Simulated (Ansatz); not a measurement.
A nudged elastic band was laid between two geometries of CH$_{2}$OS (5 atoms, charge 0, multiplicity 1).

The calculation used Ansatz 0.2.0, RKS B3LYP/def2-SVP.

```yaml
movable_images: 5
climbing_image: yes
spring: 5.0 eV/Å²
optimiser: quadratic models (default)
start_path: through a guess of the saddle point
force_threshold: 0.05 eV/Å
iteration_limit: 60
end_points: relaxed
```

Image 0:

```xyz
5
Properties=species:S:1:pos:R:3
H 0.690 -1.263 0.308
O 0.288 -0.865 -0.488
C -0.193 0.324 -0.142
H -0.659 0.807 -1.015
S -0.126 0.997 1.337
```

Image 6:

```xyz
5
Properties=species:S:1:pos:R:3
H 0.752 -0.801 1.379
O 0.076 -0.802 -1.171
C -0.213 0.158 -0.515
H -0.750 1.050 -0.918
S 0.134 0.395 1.225
```

Problem. Which bonds break or form, and what moves?

Solution. Bonds broken: H1–O2. Bonds formed: H1–S5.

Problem. What energy profile does the band end with?

Solution. It converged. The highest image is number 3 of 0 to 6, 1.26 eV above the first end and 1.39 eV above the last; the last end lies 0.13 eV below the first. A vibrational analysis at the climbing image gives one clearly imaginary mode, 1714i cm⁻¹: a first-order saddle point. The orbitals stay closed-shell, which can raise the energy where a bond breaks towards radicals; this wasn't checked here.

| image | path coordinate (Å) | energy (eV) | H1–O2 (Å) | H1–S5 (Å) |
| --- | --- | --- | --- | --- |
| 0 | 0.00 | 0.00 | 0.98 | 2.61 |
| 1 | 0.26 | 0.16 | 0.99 | 2.27 |
| 2 | 0.53 | 0.71 | 1.09 | 1.94 |
| 3 | 0.79 | 1.26 | 1.36 | 1.67 |
| 4 | 1.12 | 0.61 | 1.77 | 1.43 |
| 5 | 1.46 | 0.03 | 2.20 | 1.36 |
| 6 | 1.79 | -0.13 | 2.64 | 1.35 |

Problem. What is the geometry of the highest image?

Solution. 
```xyz
5
Properties=species:S:1:pos:R:3:forces:R:3
H 0.591 -0.850 0.680 0.00 0.00 0.00
O 0.256 -0.884 -0.641 0.00 0.00 0.01
C -0.200 0.243 -0.312 0.00 -0.01 -0.03
H -0.707 0.891 -1.047 0.00 0.00 0.01
S 0.061 0.599 1.320 0.00 0.00 0.02
```

Problem. What are the harmonic wavenumbers there?

Solution. 1714i, 659, 883, 938, 1033, 1269, 1578, 1794, 3124 cm⁻¹.

The band took 8 iterations and roughly 50 core-seconds.

Time of the run: 51 s on 1 CPU thread of a shared host.
